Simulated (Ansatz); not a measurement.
Basis-set extrapolation for aluminium trichloride (monomer) (PBE0-D4/def2-TZVP geometry, frozen core, the Gaussian-basis code of Ansatz). Multiplicity 1, RHF reference.

```
                       def2-TZVPP    def2-QZVPP
                 HF  -1620.693455  -1620.738559
    MP2 correlation     -0.627175     -0.693201
CCSD(T) correlation     -0.703937     -0.772034
```

Energies in hartree. Use E(X) = E(∞) + A·exp(−7.88·√X) for Hartree–Fock and E(X) = E(∞) + B·X^(−2.97) for correlation, with X = 3 and 4.

What is the CCSD(T) energy at the basis-set limit?

HF limit: -1620.738559 + (-0.045104) × 0.13774 = -1620.74477. Correlation limit: -0.772034 + (-0.068097) × 0.74074 = -0.82248. Total: -1621.56725 hartree, 106.6 kcal/mol below CCSD(T)/def2-TZVPP.
